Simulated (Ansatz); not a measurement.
# SiNH (triplet): wave-function methods side by side at distance Si1–N2 = 2.259 Å, 6-31G

Aim: climb from Hartree-Fock through coupled cluster and multireference methods for SiNH (triplet) at one geometry and basis, and see what each rung misses.

The runs use Ansatz 0.2.0, Gaussian basis; 6-31G, core rule «outside noble gas», up to 6 orbitals frozen.

To be run: UHF; CCSD(T) on ROHF; CCSD(T) on UHF; BCCD(T) on ROHF; CISD; CCSDT(Q) on ROHF; CCSDT(Q) on UHF; CCSDTQ on ROHF; CCSDTQ on UHF; CASSCF and MRCISD+Q, 4 electrons in 4 orbitals; CASSCF and NEVPT2, 4 electrons in 4 orbitals; CASSCF and MRCISD+Q, 10 electrons in 9 orbitals; CASSCF and NEVPT2, 10 electrons in 9 orbitals; Full CI.

3 further runs of the same task are left out: 2 for a known fault of the program, 1 that didn't finish.

### 1 The geometry

The geometry derives from a PBE0/def2-TZVP stationary point (not a proven minimum). One bond is set to the value named and the two fragments are kept rigid.

3 atoms, charge 0, spin multiplicity 3.

Atoms are counted from 1 here; the program's logs count them from 0.

Bond lengths: Si1–H3 1.520 Å.

Coordinates:

```xyz
3
charge 0, multiplicity 3
Si    0.00000   -0.12037    0.71222
N     0.00000    0.15316   -1.53016
H     0.00000    1.22564    1.41821
```

### 2 UHF

in.yaml reads:

```yaml
crystal:
  periodic: [false, false, false]
  atoms:
    - {symbol: Si, position_ang: [0.000000, -0.120372, 0.712219]}
    - {symbol: N, position_ang: [0.000000, 0.153165, -1.530159]}
    - {symbol: H, position_ang: [0.000000, 1.225638, 1.418207]}
basis:
  gaussian: {orbitals: 6-31G}
magnetization: {spin_polarized: true, initial_magnetization: 2}
hamiltonian: {xc: hf}
output: {orbitals: {seedname: orbitals}}
```

Run with:

```
ansatz run in.yaml --threads 1 --pin off --events-out ev --progress --plain --max-ram 4096MiB --backend cpu
```

After this run come: CCSD(T) on ROHF; CCSD(T) on UHF; BCCD(T) on ROHF; CISD; CCSDT(Q) on ROHF; CCSDT(Q) on UHF; CCSDTQ on ROHF; CCSDTQ on UHF; CASSCF and MRCISD+Q, 4 electrons in 4 orbitals; CASSCF and NEVPT2, 4 electrons in 4 orbitals; CASSCF and MRCISD+Q, 10 electrons in 9 orbitals; CASSCF and NEVPT2, 10 electrons in 9 orbitals; Full CI.

Q: Predict the results of all the runs planned. Wanted: FCI below the RHF energy; RMP2 from FCI; UMP2 from FCI; RCCSD from FCI; RCCSD(T) from FCI; UCCSD(T) from FCI; RCCSDT(Q) from FCI; UCCSDT(Q) from FCI; NEVPT2 pair from FCI.

The runs gave:

```
                         quantity                                                                                         value
         FCI below the RHF energy                                                                                    -3.8499 eV
                    RMP2 from FCI                                                                               +23.77 kcal/mol
                    UMP2 from FCI                                                                               +27.28 kcal/mol
                   RCCSD from FCI                                                                                +2.91 kcal/mol
                RCCSD(T) from FCI                                                                                +0.95 kcal/mol
                UCCSD(T) from FCI                                                                                +1.00 kcal/mol
               RCCSDT(Q) from FCI                                                                                +0.03 kcal/mol
               UCCSDT(Q) from FCI                                                                                -0.01 kcal/mol
             NEVPT2 pair from FCI                                                                               +18.30 kcal/mol
          NEVPT2 valence from FCI                                                                               +10.28 kcal/mol
        MRCISD+Q valence from FCI                                                                                +0.67 kcal/mol
levels within 1 kcal/mol (43 meV)  RCCSD(T), UCCSD(T), RCCSDT, UCCSDT, RCCSDT(Q), UCCSDT(Q), RCCSDTQ, UCCSDTQ, MRCISD+Q valence
                    T1 diagnostic                                                                                         0.041
   effectively unpaired electrons                                                                                          2.16
```

What this shows: RCCSD(T) misses by +0.95 kcal/mol, 1.1 % of the correlation energy. The occupations are near whole numbers, but T1 = 0.041 shows that the orbitals relax strongly. Of the multireference levels listed MRCISD+Q valence comes nearest in total energy (+0.67 kcal/mol), which doesn't show that its space is the better one. Coupled cluster took another determinant than the lowest Hartree-Fock one. These misses are within one basis, not against nature; the frozen cores of restricted and unrestricted runs differ, which can shift their rows.
